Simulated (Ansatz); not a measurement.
**Si₂H₆ (singlet): from Hartree-Fock to the top rungs, cc-pV(D+d)Z**

The task here is to estimate one member of a computed series from the others.

The runs use Ansatz 0.2.0, Gaussian basis; cc-pV(D+d)Z, core rule «outside noble gas», up to 10 orbitals frozen.

To be run: UHF; CCSD(T) on RHF; BCCD(T) on RHF; CISD; CCSDT(Q) on RHF; CASSCF and MRCISD+Q, 8 electrons in 8 orbitals; CASSCF and NEVPT2, 8 electrons in 8 orbitals.

15 further runs of the same task are left out: 2 that didn't finish, 13 set aside as unsound or not needed.

## The geometry

The geometry is an MP2(full)/6-31G* stationary point (not a proven minimum).

8 atoms, charge 0, spin multiplicity 1.

Atoms are counted from 1 here; the program's logs count them from 0.

Bond lengths: Si1–Si2 2.335 Å, Si1–H3 1.487 Å, Si1–H4 1.487 Å, Si1–H5 1.487 Å, Si2–H6 1.487 Å, Si2–H7 1.487 Å, Si2–H8 1.487 Å. Angles: Si2–Si1–H3 110.4°, Si2–Si1–H4 110.4°, Si2–Si1–H5 110.4°, H3–Si1–H4 108.5°, H3–Si1–H5 108.5°, H4–Si1–H5 108.5°, Si1–Si2–H6 110.4°, Si1–Si2–H7 110.4°, Si1–Si2–H8 110.4°, H6–Si2–H7 108.5°, H6–Si2–H8 108.5°, H7–Si2–H8 108.5°.

Set-up of the first run:

in.yaml

```yaml
crystal:
  periodic: [false, false, false]
  atoms:
    - {symbol: Si, position_ang: [0.000000, 0.000000, 1.167683]}
    - {symbol: Si, position_ang: [0.000000, 0.000000, -1.167683]}
    - {symbol: H, position_ang: [0.000000, 1.393286, 1.686020]}
    - {symbol: H, position_ang: [-1.206621, -0.696643, 1.686020]}
    - {symbol: H, position_ang: [1.206621, -0.696643, 1.686020]}
    - {symbol: H, position_ang: [0.000000, -1.393286, -1.686020]}
    - {symbol: H, position_ang: [-1.206621, 0.696643, -1.686020]}
    - {symbol: H, position_ang: [1.206621, 0.696643, -1.686020]}
basis:
  gaussian: {orbitals: "cc-pV(D+d)Z.json"}
magnetization: {spin_polarized: true, initial_magnetization: 0}
hamiltonian: {xc: hf}
output: {orbitals: {seedname: orbitals}}
```

Run with:

```bash
> ansatz run in.yaml --threads 1 --pin off --events-out ev --progress --plain --max-ram 4160MiB --backend cpu
```

Among the steps run: UHF; CCSD(T) on RHF; BCCD(T) on RHF; CISD; CCSDT(Q) on RHF; CASSCF and MRCISD+Q, 8 electrons in 8 orbitals; CASSCF and NEVPT2, 8 electrons in 8 orbitals.

One of the session's tables, all rows but one given; the rest of the session is left out.

It belongs to the step «Misses and costs». 

| method | from RCCSDT(Q) (kJ/mol) |
| --- | --- |
| RHF | +718.6 |
| RMP2 | +156.9 |
| CISD | +88.2 |
| RCCSD | +19.7 |
| RCCSD(T) | +3.8 |
| BCCD(T) | +3.7 |
| RCCSDT | +0.6 |
| RCCSDT(Q) | 0 |
| CASSCF frontier | +577.7 |
| NEVPT2 frontier | +166.8 |
| MRCISD frontier | ? |
| MRCISD+Q frontier | +5.0 |

Estimate the missing values for MRCISD frontier.

As computed: from RCCSDT(Q) (kJ/mol): +59.8. In the column «from RCCSDT(Q) (kJ/mol)» it lies between RCCSD (+19.7) and CISD (+88.2).
